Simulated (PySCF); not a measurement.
Oxygen: a sound run and one with changed settings

Sound run: O [He] 2s2 2p4, O⁺ [He] 2s2 2p3. Computed with PySCF 2.14 in aug-cc-pVDZ (4s3p2d, 23 functions), with no relativity, point nucleus. In the sound run the correlated levels freeze 1s2. The sound run starts from symmetry-adapted Hartree-Fock orbitals and uses a fine grid where one is needed.

Changed run: basis STO-3G. This setting is unsound on purpose.

```json
{"species": "O", "method": "UHF", "sound run (hartree)": "-74.79660", "changed run (hartree)": "-73.80415", "converged": "yes"}
{"species": "O", "method": "M06-L", "sound run (hartree)": "-75.06861", "changed run (hartree)": "-74.03873", "converged": "yes"}
{"species": "O", "method": "PBE", "sound run (hartree)": "-74.99113", "changed run (hartree)": "-73.94875", "converged": "yes"}
{"species": "O", "method": "MP2", "sound run (hartree)": "-74.90697", "changed run (hartree)": "-73.80415", "converged": "yes"}
{"species": "O⁺", "method": "UHF", "sound run (hartree)": "-74.35350", "changed run (hartree)": "-73.44358", "converged": "yes"}
{"species": "O⁺", "method": "M06-L", "sound run (hartree)": "-74.55876", "changed run (hartree)": "-73.61728", "converged": "yes"}
{"species": "O⁺", "method": "PBE", "sound run (hartree)": "-74.47485", "changed run (hartree)": "-73.52932", "converged": "yes"}
{"species": "O⁺", "method": "MP2", "sound run (hartree)": "-74.42573", "changed run (hartree)": "-73.44358", "converged": "yes"}
```

Ionisation energy of O:

```json
{"method": "UHF", "sound run (eV)": "12.057", "changed run (eV)": "9.812"}
{"method": "M06-L", "sound run (eV)": "13.874", "changed run (eV)": "11.468"}
{"method": "PBE", "sound run (eV)": "14.049", "changed run (eV)": "11.413"}
{"method": "MP2", "sound run (eV)": "13.095", "changed run (eV)": "9.812"}
{"method": "SCS-MP2", "sound run (eV)": "13.115", "changed run (eV)": "9.812"}
```

A minimal basis cannot let orbitals breathe on ionisation and holds almost no correlation.

For comparison, NIST gives 13.618 eV between the lowest levels.
